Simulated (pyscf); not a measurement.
## Routes from `[CH2]=[CH][CH]=[CH2]`

Candidate steps break at most two bonds and form at most two. Each was searched with GFN2-xTB (tblite) first. PySCF, gas phase, ωB97X-D3(BJ)/def2-SVP geometries. Energies: ωB97M-D3(BJ)/def2-TZVP, kcal/mol, from the reactant's lowest minimum found, singlet surface; ΔG‡ with ideal gas, 1 atm, RRHO with modes under 100 cm⁻¹ raised to 100, one conformer, R ln 2 for chiral ones without a mode under 150 cm⁻¹.

```csv
products,type,ΔE‡,ΔE,ΔG‡ 298 K,ΔG‡ 900 K,ν‡ (cm⁻¹)
H₂C=C=CH–CH₃,hydrogen shift,85.8,+10.9,81.2,80.6,1907i
H₂C=CH₂ + HC≡CH,elimination,118.0,+44.9,112.3,110.3,860i
```

Plain bond fissions and candidates not yet searched are not listed, and one of them may be faster. Each barrier is that of the saddle found; lower ones may exist. One closed-shell reference is unstable to symmetry breaking; treat the single-reference values with care.
